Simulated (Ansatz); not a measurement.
Relaxation of CH5SSi (8 atoms, charge -1, multiplicity 1), to a largest force component of 0.015 eV/Å in at most 40 steps.

Level of theory: RKS LDA/def2-SVP (Ansatz).

```xyz
8
Properties=species:S:1:pos:R:3:forces:R:3
Si -0.645 0.246 -1.031 0.89 -1.18 -1.20
C 0.564 0.184 0.462 -0.03 -0.42 0.16
S 0.716 -1.559 0.911 0.32 -0.14 0.97
H -1.944 0.102 -0.333 -0.93 0.18 0.69
H -0.643 1.710 -1.313 -0.20 1.12 -0.02
H 0.244 0.719 1.363 -0.21 0.34 0.47
H 1.565 0.542 0.202 0.47 0.37 -0.27
H 0.144 -1.944 -0.261 -0.30 -0.27 -0.79
```

Task: Where does it end, and by what steps?

Result: The forces met the threshold. The force dipped under the threshold on the way, but the program's further checks kept it going. Limits of this set-up: an anion without diffuse functions, the dipole of an ion depends on the origin. After 9 steps the energy has fallen by 0.184 eV; H4 moved furthest, 0.18 Å.

```tsv
step	energy less start (eV)	largest force component (eV/Å)	accepted
0	0.0000	1.204	yes
1	-0.1633	0.388	yes
2	-0.1804	0.108	yes
3	-0.1829	0.069	yes
4	-0.1834	0.034	yes
5	-0.1838	0.013	yes
6	-0.1839	0.022	yes
7	-0.1841	0.015	yes
8	-0.1691	0.429	no
9	-0.1841	0.002	yes
```

```xyz
8
Properties=species:S:1:pos:R:3
Si -0.658 0.200 -1.095
C 0.556 0.142 0.455
S 0.756 -1.591 0.955
H -1.985 0.262 -0.274
H -0.628 1.757 -1.298
H 0.162 0.707 1.330
H 1.546 0.576 0.185
H 0.251 -2.053 -0.258
```

Whether the end is a true minimum wasn't checked by a vibrational analysis.

Time of the run: 17 s on 1 thread of Arm Neoverse V1, with other jobs on the host, peak memory 0.13 GiB.
